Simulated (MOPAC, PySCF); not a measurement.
H2S, SMILES `S`, neutral singlet in the gas phase. 

Cartesian coordinates (Å):
SMILES: S
```xyz
3

S      0.0628     0.6224     0.0000
H      0.9369    -0.4089     0.0000
H     -0.9997    -0.2135     0.0000
```
Charge 0, spin multiplicity 1.

All levels are single points at this geometry (B3LYP-D3(BJ)/def2-SVP); Pople sets use spherical d functions. Orbital energies aren't observables, and empty levels follow the basis.

```tsv
level	HOMO (eV)	LUMO (eV)	gap (eV)	dipole (D)	vertical IE, Delta-SCF (eV)
B3LYP-D3(BJ)/def2-TZVP in PySCF	-7.22	0.22	7.45	1.11	10.40
M06-2X/def2-TZVP in PySCF	-8.68	1.48	10.16	1.14	10.41
PBE-D3(BJ)/def2-TZVP in PySCF	-6.19	-0.50	5.69	1.13	10.34
B3LYP/3-21G in PySCF	-7.21	0.86	8.06	1.79	–
M06-2X/6-31G* in PySCF	-8.60	1.76	10.36	1.44	–
PBE/6-31G* in PySCF	-6.07	-0.26	5.81	1.49	10.32
SVWN5/6-31G* in PySCF	-6.13	-0.33	5.80	1.58	10.53
HF/6-31G* in PySCF	-10.46	4.46	14.92	1.38	9.26
HF/STO-3G in PySCF	-7.54	12.49	20.03	1.00	–
AM1 in MOPAC	-9.49	0.92	10.41	1.91	–
PM3 in MOPAC	-9.65	0.48	10.13	1.84	–
PM6 in MOPAC	-9.45	0.43	9.88	1.41	–
PM7 in MOPAC	-9.37	-0.83	8.54	1.81	–
```
